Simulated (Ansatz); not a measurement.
Two isomers of C3H5NO: A = `OC1=NCC1`, B = `NC1=COC1`.

Calculated with Ansatz (gas phase, PBE0-D4/def2-TZVP geometries, no zero-point term in ΔE). CCSD(T)/CBS adds triple-zeta CCSD(T) − MP2 to the extrapolated MP2 energy (def2 sets, frozen cores). Functionals use def2-TZVPP. B3LYP here is the variant with VWN-RPA as its local correlation; programs differ in this. Each species was taken in one conformer, which may not be the lowest.

Task: Which is lower in electronic energy at CCSD(T)/CBS, and by how much? (An estimate is asked.)

Result: The calculation gave: A, by 106.4 kJ/mol.

Task: Give E(B) − E(A) in kJ/mol with B3LYP-D4, BLYP-D4, CCSD(T)/def2-TZVPP, B2PLYP, CCSD/def2-TZVPP, HF/def2-TZVPP, MP2/def2-TZVPP. (An estimate is asked.)

Result: The calculation gave: B3LYP-D4 100.8, BLYP-D4 96.7, CCSD(T)/def2-TZVPP 110.3, B2PLYP 105.5, CCSD/def2-TZVPP 111.2, HF/def2-TZVPP 118.4, MP2/def2-TZVPP 112.4. None reverses the order clearly.

Task: Does the order hold for the free energy at 298.15 K (harmonic terms from PBE0-D4)? (Best estimate.)

Result: Ansatz gave: Yes: G(B) − G(A) = +103.5 kJ/mol, for one conformer each.

Largest T1 diagnostic: 0.013.

From PBE to PBE0 (25 % exact exchange), in def2-TZVPP and without D4, E(B) − E(A) moves by +5.6 kJ/mol. In def2-TZVPP, CCSD(T) changes the Hartree–Fock value by −8.1 kJ/mol (the triples alone add −0.9 kJ/mol) and MP2 by −6.0 kJ/mol.
